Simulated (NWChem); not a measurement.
Molecule: chlorine (Cl₂); SMILES ClCl

Computed with NWChem. Pople sets run with spherical d functions. Each level has its own optimisation; frequencies are unscaled.

```csv
level,r Cl–Cl (Å),highest harmonic frequency (cm⁻¹),zero-point energy (kcal/mol)
Hartree-Fock/STO-3G,2.063,695,1.0
Hartree-Fock/3-21G,2.193,510,0.7
Hartree-Fock/6-31G*,1.993,593,0.8
B3LYP/6-31G*,2.043,518,0.7
"LDA (Slater exchange, VWN5)/def2-SVP",2.025,521,0.7
PBE/def2-SVP,2.054,…,0.7
BLYP/def2-SVP,2.088,463,0.7
PBE0/def2-SVP,2.026,528,0.8
```

### Question
What belongs in the gaps?

### Answer

- PBE/def2-SVP, highest harmonic frequency (cm⁻¹): 491
